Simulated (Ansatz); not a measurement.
Reaction (SMILES): N (NH3) → NH3+ (doublet, bonded as N) + e-
B3LYP-D3(BJ)/def2-TZVP geometries, fixed; electronic energies without zero-point terms.
Largest species:
```
N
H 1 1.0136
H 1 1.0136 2 107.33
H 1 1.0136 2 107.33 3 -115.09
```
Charge 0, spin multiplicity 1.

Core correlation in the adiabatic ionisation energy at CCSD(T) with Ansatz (an electronic-structure program), in eV: frozen core against all electrons. Core-valence sets carry the plain set on hydrogen. Open shells are unrestricted.

| basis | functions, most | frozen core |
|---|---|---|
| cc-pVDZ | 29 | 9.566 |
| cc-pCVDZ | 33 | 9.576 |
| cc-pVTZ | 72 | 10.004 |
| cc-pCVTZ | 85 | 10.009 |
| cc-pwCVTZ | 85 | 10.011 |
| cc-pVQZ | 145 | 10.139 |
| cc-pCVQZ | 174 | 10.141 |
| cc-pwCVQZ | 174 | 10.141 |

Q: How large is the core term in each set?

A: The largest core-valence set, cc-pwCVQZ, gives a core term of 0.006 eV; the valence set cc-pVQZ, which lacks functions for the core, gives 0.009. By row: cc-pVDZ 0.004, cc-pCVDZ 0.004, cc-pVTZ 0.002, cc-pCVTZ 0.006, cc-pwCVTZ 0.006, cc-pVQZ 0.009, cc-pCVQZ 0.006, cc-pwCVQZ 0.006.
